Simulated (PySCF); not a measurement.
## SMILES CC#CC(C)=O, C5H6O

Geometry:
| atom | x (Å) | y (Å) | z (Å) |
| --- | --- | --- | --- |
| C1 | 2.584 | -0.485 | 0.070 |
| C2 | 1.215 | -0.044 | 0.221 |
| C3 | 0.080 | 0.335 | 0.359 |
| C4 | -1.293 | 0.772 | 0.508 |
| C5 | -2.295 | 0.051 | -0.349 |
| O6 | -1.597 | 1.653 | 1.277 |
| H7 | 3.088 | -0.524 | 1.039 |
| H8 | 3.138 | 0.209 | -0.567 |
| H9 | 2.631 | -1.476 | -0.386 |
| H10 | -3.278 | 0.499 | -0.220 |
| H11 | -1.991 | 0.089 | -1.398 |
| H12 | -2.325 | -1.004 | -0.063 |

Method: PySCF, TDDFT CAM-B3LYP/def2-TZVPD excited states, vertical, gas phase. Geometry: PBE0-D3(BJ)/def2-TZVP.

How strongly do the lowest singlets absorb one photon, and two photons of half the energy?

δ for parallel linear polarisation; σ at the peak of a Lorentzian of half width 0.1 eV, single beam; Ω is circular over linear.
| state | E (eV) | f | photon λ (nm) | δ (au) | σ (GM) | Ω | main |
| --- | --- | --- | --- | --- | --- | --- | --- |
| S1 | 4.14 | 0.000 | 599 | <0.1 | 0.00 | – | HOMO→LUMO 0.91 |
| S2 | 5.04 | 0.000 | 492 | <0.1 | 0.00 | – | HOMO−2→LUMO 0.91 |
| S3 | 5.84 | 0.141 | 425 | 114 | 1.43 | 0.72 | HOMO−1→LUMO 0.80 |
| S4 | 6.97 | 0.010 | 356 | 16.4 | 0.29 | 0.53 | HOMO→LUMO+1 0.62, HOMO−2→LUMO+1 0.16 |
| S5 | 7.00 | 0.001 | 354 | 0.37 | 0.01 | 1.39 | HOMO−1→LUMO+3 0.41, HOMO−1→LUMO+5 0.29 |
| S6 | 7.25 | 0.030 | 342 | 33.5 | 0.64 | 0.37 | HOMO−2→LUMO+1 0.60, HOMO→LUMO+2 0.18 |

Among these, the strongest one-photon state is S3, the strongest two-photon state S3, with a dipole change of 2.3 D (relaxed, norm of the difference vector).
